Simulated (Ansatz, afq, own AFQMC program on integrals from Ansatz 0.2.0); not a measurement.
Integrals from Ansatz 0.2.0, then the random walk in our own AFQMC program (afq).

```yaml
crystal:
  periodic: [false, false, false]
  atoms:
    - {symbol: Si, position_ang: [0.000000, 0.000000, 0.174230]}
    - {symbol: B, position_ang: [0.000000, 0.000000, -1.864326]}
    - {symbol: H, position_ang: [0.000000, 0.000000, 1.690095]}
basis:
  gaussian: {orbitals: 6-31G}
magnetization: {spin_polarized: true, initial_magnetization: 2}
correlation: {method: ccsd_t, electrons: outside_noble_gas, hamiltonian_folder: ham}
```

```sh
$ ansatz run in.yaml --threads 1 --pin off --events-out ev --progress --plain --max-ram 1843MiB
```

afq runs on the folder ham with

```
--method phaseless --trial cisd --walkers 160 --populations 1 --least-time 40 --time-step 0.005 --steps-per-block 50 --equilibration-blocks 28 --max-blocks 300 --target-error 0.00034 --factor-cut 1e-05 --start spin_pure --seed 8449 --release-times 0.24,0.51,0.99,1.62,2.4 --release-step 0.03 --release-every 4 --taylor-order 6
```

Times are imaginary, in 1/Eh. The walk had a cap of 511 s.

```
orbitals 18  electrons 5 3  factors 106 of 298
reference energy -313.95059004 Eh
CCSD correlation -0.10508070 Eh in 23 cycles, weight of the determinant in the CISD state 0.7503
energy of the start -314.047992 Eh
 block  time / (1/Eh)  mean weight  energy / Eh
     1     0.250  1.0000  -314.049696
     2     0.500  0.9996  -314.051601
     3     0.750  0.9996  -314.053538
     4     1.000  0.9996  -314.055242
     5     1.250  1.0007  -314.055132
     7     1.750  1.0004  -314.057168
     9     2.250  1.0004  -314.059064
    13     3.250  0.9997  -314.058787
    21     5.250  0.9991  -314.058120
    29     7.250  0.9993  -314.062166
    33     8.250  0.9991  -314.056881
    37     9.250  1.0006  -314.064283
    45    11.250  1.0002  -314.059710
    53    13.250  1.0007  -314.058433
    61    15.250  1.0004  -314.057062
    69    17.250  0.9998  -314.058092
    77    19.250  1.0000  -314.062416
    85    21.250  0.9997  -314.058506
    93    23.250  0.9996  -314.058541
   101    25.250  1.0007  -314.062893
   109    27.250  1.0000  -314.061188
   117    29.250  1.0002  -314.062039
   125    31.250  1.0004  -314.061206
   133    33.250  1.0001  -314.062528
   141    35.250  0.9982  -314.061467
   149    37.250  0.9993  -314.064711
   157    39.250  0.9994  -314.060235
   165    41.250  1.0002  -314.059285
   173    43.250  1.0004  -314.057118
   181    45.250  1.0004  -314.060724
   185    46.250  0.9999  -314.065446
blocks merged  error / Eh  count
     1  0.000169  160
     2  0.000218  80
     4  0.000283  40
     8  0.000327  20
    16  0.000333  10
released: time / (1/Eh)  energy / Eh  error  mean overlap
  0.24  -314.060376  0.000308  1.0035
  0.51  -314.060480  0.000350  1.0036
  0.99  -314.060847  0.000273  1.0006
  1.62  -314.061493  0.000355  0.9909
  2.40  -314.061350  0.000416  1.0034
energy -314.060431 +/- 0.000327 Eh
(rows thinned)
```

Q: Estimate how long the walk took on 1 thread of Arm Neoverse V2 (shared host).

A: 91 s of wall time.

The run passed its tests (sampling time, drift between the halves within three errors, error under three times the target), which doesn't prove that it has relaxed. The second half of the sampling lies below the first by 2.1 errors of their difference, so the energy may still be moving and its error bar be too small.

Against this walk (error 8.9 meV) on the same determinant: CCSD(T) 16.6 meV higher (within the noise), CCSDT(Q) 38.3 meV lower, CCSDTQ 38.6 meV lower, full CI 38.8 meV lower. The error is statistical and leaves out the bias of the constraint. The determinant has ⟨S²⟩ = 2.32, so the low cluster orders mix in higher spin, while the walk starts as a pure triplet. Released to 2.40 1/Eh the energy moves by -25 ± 14 meV (both errors), within twice the noise. Full CI is exact here, so the walk's 39 meV above it is the walk's own error: the bias of the constraint with this trial, or a walk that hasn't relaxed. The determinant is a poor start (see the cautions), so the low cluster orders aren't to be relied on, and full CI is the sure value.

Cautions: constraint bias not in the error; strong correlation (T1 0.098, weight of the determinant 0.75, largest double 0.09); unrestricted determinant spin contaminated (⟨S²⟩ 2.32 against 2.00).

CCSDT and higher add their correlation energy to the determinant of the CCSD(T) run, since their own runs factorise the integrals more tightly (a shift of under 2 meV).
